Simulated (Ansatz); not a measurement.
**Worked example: correlation energy of SiH4, singlet**

Geometry: a PBE0/def2-TZVP stationary point for this spin, not checked as a minimum.

```xyz
5

Si    0.0000    0.0000    0.0000
H     0.8558    0.8587    0.8568
H    -0.8596   -0.8544    0.8574
H    -0.8547    0.8555   -0.8611
H     0.8584   -0.8599   -0.8531
```

Basis 6-31G; Ansatz 0.2.0. Correlated methods freeze the noble-gas cores, which leaves 8 electrons in 16 orbitals. Prefix R: restricted or restricted open-shell reference.

Full CI is exact within this basis and frozen core; it isn't the basis-set limit.

Runs differ by some tens of microhartree through their thresholds, so steps under 0.03 kcal/mol mean nothing.

```csv
level,total energy (hartree)
RHF,-291.173850
RMP2,-291.235370
RCCSD,-291.258804
RCCSD(T),-291.259642
RCCSDT,-291.259942
RCCSDT(Q),-291.259973
RCCSDTQ,-291.259981
full CI,-291.259981
```

**Question.** What is the correlation energy at full CI, and what share of it do RMP2 and RCCSD(T) recover?

**Answer.** E(corr) = -291.259981 − (-291.173850) = -0.086131 hartree = -2.344 eV. RMP2: -0.061520 / -0.086131 = 71.43 %. RCCSD(T): -0.085792 / -0.086131 = 99.61 %.

**Question.** By how many kcal/mol does RCCSD(T) miss full CI (1 hartree = 627.509 kcal/mol), and which steps make up the rest?

**Answer.** -291.259642 − (-291.259981) = 0.000339 hartree = 0.21 kcal/mol. Steps: RCCSDT − RCCSD(T) = -0.19, RCCSDT(Q) − RCCSDT = -0.02, RCCSDTQ − RCCSDT(Q) = -0.01, full CI − RCCSDTQ = 0.00 kcal/mol. That is within 1 kcal/mol of the reference in this basis, which itself misses far more of the correlation at the basis-set limit.
